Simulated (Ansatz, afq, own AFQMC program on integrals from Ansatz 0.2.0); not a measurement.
AFQMC on a folder of integrals that Ansatz 0.2.0 wrote.

```yaml
crystal:
  periodic: [false, false, false]
  atoms:
    - {symbol: W, position_ang: [0.000000, 0.000000, 0.000000]}
basis:
  gaussian: {orbitals: def2-TZVP}
magnetization: {spin_polarized: true, initial_magnetization: 4}
correlation: {method: ccsd_t, electrons: outside_noble_gas, hamiltonian_folder: ham}
```

```sh
$ ansatz run in.yaml --threads 1 --pin off --events-out ev --progress --plain --max-ram 24576MiB --backend cuda --devices 0, --max-vram 18GiB
```

afq runs on the folder ham with

```
--method phaseless --trial cisd --walkers 4000 --populations 20 --least-time 60 --time-step 0.005 --steps-per-block 50 --equilibration-blocks 40 --max-blocks 4000 --target-error 9e-05 --factor-cut 1e-05 --start spin_pure --seed 4246 --release-times 0.24,0.5,1,1.5 --release-step 0.02 --release-every 3 --taylor-order 6
```

Times are imaginary, in 1/Eh. The walk had a cap of 122 s. With eight or more populations the least sampling time is a fifth of least-time, and the error comes from their spread. Core potentials past Kr, no spin–orbit coupling.

Output of the walk:

```
orbitals 36  electrons 5 1  factors 237 of 237
reference energy -66.32048789 Eh
CCSD correlation -0.09090402 Eh in 17 cycles, weight of the determinant in the CISD state 0.9008
energy of the start -66.411031 Eh
 block  time / (1/Eh)  mean weight  energy / Eh
     1     0.250  1.0001  -66.411018
     2     0.500  1.0000  -66.411527
     3     0.750  0.9999  -66.412026
     4     1.000  1.0000  -66.412490
     5     1.250  1.0000  -66.412969
     7     1.750  1.0001  -66.413585
     9     2.250  0.9999  -66.413943
    13     3.250  0.9998  -66.414518
    21     5.250  1.0001  -66.415018
    29     7.250  0.9999  -66.415451
    37     9.250  1.0002  -66.415345
    45    11.250  1.0001  -66.414860
    53    13.250  0.9998  -66.415101
    57    14.250  0.9999  -66.415583
    61    15.250  0.9997  -66.415222
    69    17.250  1.0001  -66.415351
    77    19.250  0.9998  -66.414831
    85    21.250  1.0003  -66.415076
    93    23.250  0.9999  -66.415073
   101    25.250  0.9998  -66.415181
   109    27.250  1.0001  -66.414775
   113    28.250  1.0001  -66.414560
   117    29.250  1.0001  -66.414852
   125    31.250  0.9997  -66.415572
   133    33.250  1.0001  -66.414906
   141    35.250  0.9998  -66.414994
   149    37.250  0.9997  -66.414882
   157    39.250  1.0001  -66.414962
error from the spread of 20 populations
released: time / (1/Eh)  energy / Eh  error  mean overlap
  0.24  -66.415147  0.000045  0.9995
  0.50  -66.415360  0.000097  0.9999
  1.00  -66.415467  0.000049  1.0008
  1.50  -66.415502  0.000063  1.0010
energy -66.415032 +/- 0.000088 Eh
(rows thinned)
```

The run passed its tests (sampling time, drift between the halves within three errors, error under three times the target), which doesn't prove that it has relaxed. The second half of the sampling lies above the first by 2.8 errors of their difference, so the energy may still be moving and its error bar be too small.

Against this walk (error 2.4 meV) on the same determinant: CCSD(T) 4.5 meV lower (within the noise), CCSDT(Q) 14.2 meV lower, CCSDTQ 13.8 meV lower. The error is statistical and leaves out the bias of the constraint. The determinant has ⟨S²⟩ = 6.26, so the low cluster orders mix in higher spin (the high orders can go on to a lower state of that spin), while the walk starts as a pure quintet. None of these is a sure reference here. The released energies are still falling (meV from the phaseless value at times in 1/Eh: -3.1 ± 1.2 at 0.24, -9 ± 3 at 0.50, -11.8 ± 1.3 at 1.00, -12.8 ± 1.7 at 1.50), so they give no level; they do show a bias of the constraint, and the last of them that isn't too noisy lies 1 meV above CCSDTQ.

Cautions: constraint bias not in the error; no spin-orbit coupling; outer-core shells of the metal frozen; another spin lies lower; unrestricted determinant spin contaminated (⟨S²⟩ 6.26 against 6.00).

The walk took 75 s on 1 × NVIDIA H100 80GB HBM3 with 2 threads of AMD EPYC 7R13 Processor (Zen 3), with other jobs on the host (the card was shared). The log's last line is the phaseless energy.

CCSDT and higher add their correlation energy to the determinant of the CCSD(T) run, since their own runs factorise the integrals more tightly (a shift of under 2 meV).
